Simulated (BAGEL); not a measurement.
# C2HClF2 (SMILES FC(F)=CCl): PBE0/6-31G(d) (density fitting with cc-pvqz-jkfit, spherical functions)

Aim: the energy change on altering one bond length of C2HClF2 at PBE0/6-31G* (density fitting with cc-pvqz-jkfit, spherical functions), from 2 runs. 

The calculation is run with BAGEL 1.2.2.

1 further run of the same task is left out (set aside as unsound or not needed). Runs told in other sessions of the task aren't counted.

## Step 1: Starting point

C2HClF2: 6 atoms, total charge 0, spin state singlet. As SMILES, `FC(F)=CCl`. The shape is that of a PBE0-D4/def2-TZVP optimisation.

Bond lengths: F1–C2 1.312 Å, C2–F3 1.305 Å, C2–C4 1.321 Å, C4–Cl5 1.706 Å, C4–H6 1.079 Å. Angles: F1–C2–F3 111.1°, F1–C2–C4 123.1°, F3–C2–C4 125.8°, C2–C4–Cl5 122.3°, C2–C4–H6 120.1°, Cl5–C4–H6 117.5°.

## Step 2: A single-point energy at PBE0/6-31G(d) (density fitting with cc-pvqz-jkfit, spherical functions)

Input file calc.json:

```json
{ "bagel" : [

{
  "title" : "molecule",
  "basis" : "6-31gs.json",
  "df_basis" : "cc-pvqz-jkfit",
  "angstrom" : true,
  "geometry" : [
    { "atom" : "F", "xyz" : [       0.901010,      -0.810380,       1.342040 ] },
    { "atom" : "C", "xyz" : [       0.267650,      -0.562200,       0.220370 ] },
    { "atom" : "F", "xyz" : [       0.192510,      -1.632620,      -0.522730 ] },
    { "atom" : "C", "xyz" : [      -0.218360,       0.626770,      -0.086550 ] },
    { "atom" : "Cl", "xyz" : [      -1.039010,       0.926430,      -1.552100 ] },
    { "atom" : "H", "xyz" : [      -0.103800,       1.452000,       0.598970 ] }
  ]
},

{
  "title" : "ks",
  "xc_func" : "pbe0"
},

{
  "title" : "print",
  "file" : "orbitals.molden",
  "orbitals" : true
}

]}
```

The basis set 6-31G* is read from a file made from the Basis Set Exchange's data (not shown).

Started as:

```console
BAGEL_NUM_THREADS=1 BAGEL calc.json > calc.out
```

Standard output:

```text
* using 1 threads per process

  ===============================================================
  ===============================================================

  *** Geometry ***

  { "atom" : "F", "xyz" : [      1.702662,     -1.531396,      2.536088 ] },
  { "atom" : "C", "xyz" : [      0.505785,     -1.062404,      0.416439 ] },
  { "atom" : "F", "xyz" : [      0.363791,     -3.085205,     -0.987817 ] },
  { "atom" : "C", "xyz" : [     -0.412641,      1.184424,     -0.163556 ] },
  { "atom" : "Cl", "xyz" : [     -1.963444,      1.750699,     -2.933044 ] },
  { "atom" : "H", "xyz" : [     -0.196154,      2.743882,      1.131889 ] },

  Number of auxiliary basis functions:      623

  Since a DF basis is specified, we compute 2- and 3-index integrals:
    o Being stored without compression. Storage requirement is 0.029 GB

  Number of basis functions:       76
  Number of electrons      :       48

    * METHOD: MOLECULE                             0.38

  *** Kohn-Sham DFT ***

    * Removing 10696 points whose weight is below 1.00e-10
    * Grid points: 78740

  === Nuclear Repulsion ===
   213.5748738834

       - DIIS with orbital gradients will be used.

  === KS iteration (pbe0 / 6-31gs.json) ===
      0       -711.58509882          0.13171535           0.30
      1       -660.06333670          0.21941539           0.28
      2       -663.34286964          0.20616132           0.28
      3       -727.91988963          0.11708816           0.30
      4       -729.87882044          0.08399396           0.30
      5       -735.37238447          0.04177530           0.30
      6       -735.95191124          0.02411803           0.30
      7       -736.16086132          0.00792332           0.30
      8       -736.18550849          0.00639139           0.30
      9       -736.20048550          0.00215901           0.30
     10       -736.20248833          0.00044892           0.30
     11       -736.20255180          0.00020817           0.30
     12       -736.20256936          0.00003443           0.30
     13       -736.20256979          0.00001364           0.29
     14       -736.20256985          0.00000420           0.28
     15       -736.20256986          0.00000085           0.29
     16       -736.20256986          0.00000071           0.29
     17       -736.20256986          0.00000014           0.29
     18       -736.20256986          0.00000009           0.29
     19       -736.20256986          0.00000002           0.29
     20       -736.20256986          0.00000000           0.29
    * SCF iteration converged.

    * Permanent dipole moment:
           (   -0.126860,    -0.175505,    -0.349601) a.u.

    * METHOD: KS                                   6.47

    * METHOD: PRINT                                0.01

  ===============================================================
```

Wall time 7.2 s (1 thread of Arm Neoverse V2, shared host); peak memory 0.32 GiB.

## Step 3: The distorted shape, same level

Input file job.json:

```json
{ "bagel": [

{
  "title": "molecule",
  "basis": "6-31gs.json",
  "df_basis": "cc-pvqz-jkfit",
  "angstrom": true,
  "geometry": [
    { "atom": "F", "xyz": [    0.973904,   -0.988707,    1.388073 ] },
    { "atom": "C", "xyz": [    0.340544,   -0.740527,    0.266403 ] },
    { "atom": "F", "xyz": [    0.265404,   -1.810947,   -0.476697 ] },
    { "atom": "C", "xyz": [   -0.218360,    0.626770,   -0.086550 ] },
    { "atom": "Cl", "xyz": [   -1.039010,    0.926430,   -1.552100 ] },
    { "atom": "H", "xyz": [   -0.103800,    1.452000,    0.598970 ] }
  ]
},
{
  "title": "ks",
  "xc_func": "pbe0"
},
{
  "title": "print",
  "file": "orbitals.molden",
  "orbitals": true
}

]}
```

The basis set 6-31G* is read from a file made from the Basis Set Exchange's data (not shown).

Started as:

```console
BAGEL_NUM_THREADS=1 BAGEL job.json > job.out
```

Standard output:

```text
* using 1 threads per process

  ===============================================================
  ===============================================================

  *** Geometry ***

  { "atom" : "F", "xyz" : [      1.840412,     -1.868385,      2.623078 ] },
  { "atom" : "C", "xyz" : [      0.643535,     -1.399393,      0.503429 ] },
  { "atom" : "F", "xyz" : [      0.501541,     -3.422194,     -0.900827 ] },
  { "atom" : "C", "xyz" : [     -0.412641,      1.184424,     -0.163556 ] },
  { "atom" : "Cl", "xyz" : [     -1.963444,      1.750699,     -2.933044 ] },
  { "atom" : "H", "xyz" : [     -0.196154,      2.743882,      1.131889 ] },

  Number of auxiliary basis functions:      623

  Since a DF basis is specified, we compute 2- and 3-index integrals:
    o Being stored without compression. Storage requirement is 0.029 GB

  Number of basis functions:       76
  Number of electrons      :       48

    * METHOD: MOLECULE                             0.38

  *** Kohn-Sham DFT ***

    * Removing 10270 points whose weight is below 1.00e-10
    * Grid points: 79166

  === Nuclear Repulsion ===
   206.0064294880

       - DIIS with orbital gradients will be used.

  === KS iteration (pbe0 / 6-31gs.json) ===
      0       -711.01291450          0.13183112           0.31
      1       -653.69473782          0.22190694           0.29
      2       -662.32497077          0.19771515           0.29
      3       -711.72816231          0.17726287           0.29
      4       -728.72594366          0.09226897           0.30
      5       -734.55427511          0.05718154           0.30
      6       -735.52750369          0.03754623           0.30
      7       -735.91135867          0.01920727           0.30
      8       -735.91453484          0.02362279           0.29
      9       -736.16230819          0.00466282           0.30
     10       -736.16919424          0.00265353           0.29
     11       -736.17179235          0.00023573           0.29
     12       -736.17181844          0.00005811           0.29
     13       -736.17181990          0.00002261           0.30
     14       -736.17181969          0.00002999           0.30
     15       -736.17182008          0.00000233           0.30
     16       -736.17182009          0.00000082           0.30
     17       -736.17182009          0.00000033           0.30
     18       -736.17182009          0.00000006           0.30
     19       -736.17182009          0.00000002           0.29
     20       -736.17182009          0.00000000           0.29
    * SCF iteration converged.

    * Permanent dipole moment:
           (   -0.150863,    -0.089770,    -0.349774) a.u.

    * METHOD: KS                                   6.51

    * METHOD: PRINT                                0.01

  ===============================================================
```

Run time: 7.2 s. Hardware: 1 thread of Arm Neoverse V2, shared host; peak memory 0.32 GiB.

## Step 4: Summary of results

Level: PBE0/6-31G* (density fitting with cc-pvqz-jkfit, spherical functions).

| quantity | value |
| --- | --- |
| first shape: total energy | -736.20257 Eh |
| first shape: dipole moment | 1.05 D |
| first shape: HOMO energy | -7.19 eV |
| first shape: LUMO energy | 0.60 eV |
| first shape: HOMO–LUMO gap | 7.80 eV |
| distorted shape: total energy | -736.17182 Eh |
| distorted shape: dipole moment | 0.99 D |
| distorted shape: HOMO energy | -6.57 eV |
| distorted shape: LUMO energy | -0.47 eV |
| distorted shape: HOMO–LUMO gap | 6.10 eV |
| energy change with the C2–C4 bond stretched from 1.321 to 1.519 Å | 0.837 eV |

With the C2–C4 bond stretched from 1.321 to 1.519 Å the energy rises by 0.84 eV (80.7 kJ/mol). The first shape isn't relaxed at this level, so the change isn't measured from a minimum.
